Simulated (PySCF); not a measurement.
2H-azirine, C2H3N.
SMILES: `C1=NC1`

The closed-shell ground state was solved at several levels (PySCF, density fitting, gas phase, non-relativistic). Geometry: PBE0-D3(BJ)/def2-SVP; no solvent, vibrations or thermal averaging.

| level | basis functions | total energy (Eh) | HOMO (eV) | LUMO (eV) | gap (eV) | dipole (D) |
| --- | --- | --- | --- | --- | --- | --- |
| PBE0/pcSseg-1 | 66 | -132.5056 | -7.96 | -0.47 | 7.49 | 2.24 |
| CAM-B3LYP/def2-SVPD | 84 | -132.5162 | -9.46 | 0.57 | 10.03 | 2.24 |
| B3LYP/pcJ-1 | 111 | -132.6854 | -7.69 | -0.73 | 6.96 | 2.23 |

**Question.** Estimate the row for PBE/pcSseg-2, a basis of 150 functions; the other rows only guide the guess.

**Answer.** Total energy -132.5685 Eh, HOMO -6.64 eV, LUMO -1.81 eV, gap 4.83 eV, dipole 2.08 D.

**Question.** Over all these levels, which gives the widest orbital gap and which the narrowest?

**Answer.** CAM-B3LYP/def2-SVPD (range-separated hybrid) has the widest, 10.03 eV, and PBE/pcSseg-2 (GGA) the narrowest, 4.83 eV. Functional and basis both differ between the two, so the spread mixes both effects.

**Question.** How far do the dipole and the HOMO energy spread over the levels?

**Answer.** The dipole runs from 2.08 to 2.24 D (mean 2.20 D) and the HOMO from -9.46 to -6.64 eV.
